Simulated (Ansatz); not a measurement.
Basis-set extrapolation for C3H4FN, SMILES `NC1=C(F)C1` (PBE0-D4/def2-TZVP geometry, frozen core, the Gaussian-basis code of Ansatz). Multiplicity 1, RHF reference.

```
                      def2-TZVPP   def2-QZVPP
                 HF  -269.811484  -269.823537
    MP2 correlation    -0.933840    -1.003287
CCSD(T) correlation    -0.993171      not run
```

Energies in hartree. Use E(X) = E(∞) + A·exp(−7.88·√X) for Hartree–Fock and E(X) = E(∞) + B·X^(−2.97) for correlation, with X = 3 and 4, and add CCSD(T) minus MP2 of the smaller set to the MP2 limit.

Problem. What is the CCSD(T) energy at the basis-set limit?

Solution. HF limit: -269.823537 + (-0.012053) × 0.13774 = -269.82520. MP2 limit: -1.003287 + (-0.069447) × 0.74074 = -1.05473. Higher-order term: -0.993171 − (-0.933840) = -0.05933. Total: -270.93926 hartree, 353.4 kJ/mol below CCSD(T)/def2-TZVPP.
